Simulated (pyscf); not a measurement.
F–SiH₃ + HO–SiH₃ → F–SiH₂–O–SiH₃ + H₂ (four-centre exchange; singlet surface; H–Si, H–O broken, O–Si, H–H formed). Structures and frequencies: ωB97X-D3(BJ)/def2-SVP in PySCF. Energies in kJ/mol from the separated reactants.

```
level                   barrier  reaction energy
----------------------  -------  ---------------
ωB97X-D3(BJ)/def2-TZVP        ?           -115.9
r²SCAN/def2-TZVP           99.9           -114.5
B3LYP-D3(BJ)/def2-TZVP    112.0           -113.6
PBE0-D3(BJ)/def2-TZVP         ?                ?
M06-2X/def2-TZVP          107.8           -123.0
ωB97M-D3(BJ)/def2-TZVP    111.7           -109.8
```

Q: Some entries are withheld; supply them.

A: 
- ωB97X-D3(BJ)/def2-TZVP, barrier: 108.9
- PBE0-D3(BJ)/def2-TZVP, barrier: 102.2
- PBE0-D3(BJ)/def2-TZVP, reaction energy: -105.0

The functionals in the table span 12.1 kJ/mol in this barrier, from r²SCAN to B3LYP-D3(BJ). One saddle was located; it need not be the lowest between these sides.
